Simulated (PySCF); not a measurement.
Basis-set dependence of SiS at PBE0

PySCF, UKS reference; singlet, unpaired electrons none; De to Si + S without counterpoise correction.

```
        basis     relativity  functions  Re (Å)  ωe (cm⁻¹)  De (eV)  μ (D)
        3-21G  no relativity         26   2.016        678     5.06  -2.34
   6-31G(d,p)  no relativity         36   1.940        760     5.98  -1.83
jorge-DZP-DKH  spin-free X2C         48   1.949        756     5.97  -1.81
    def2-TZVP  no relativity         74   1.930        767     6.20  -1.73
 x2c-TZVPPall  spin-free X2C         84   1.930        765     6.18  -1.71
  def2-TZVPPD  no relativity         99   1.930        766     6.20  -1.73
```

How does each smaller set differ from the one with most functions, def2-TZVPPD?

3-21G: +8.6 pm, -11.5 % in ωe, -1.14 eV in De; 6-31G(d,p): +1.0 pm, -0.8 % in ωe, -0.22 eV in De; jorge-DZP-DKH: +1.9 pm, -1.3 % in ωe, -0.23 eV in De; def2-TZVP: +0.0 pm, +0.1 % in ωe, +0.00 eV in De; x2c-TZVPPall: +0.0 pm, -0.1 % in ωe, -0.02 eV in De. All at PBE0; the set with most functions is neither the basis-set limit nor always the best. The rows treat relativity differently, so the differences are not basis effects alone.

A positive dipole means Si(−)S(+). Measured (Huber and Herzberg, Constants of Diatomic Molecules (1979)): Re = 1.929321 Å, ωe = 749.64 cm⁻¹. 3-21G is very small, so such numbers show the basis as much as the molecule.
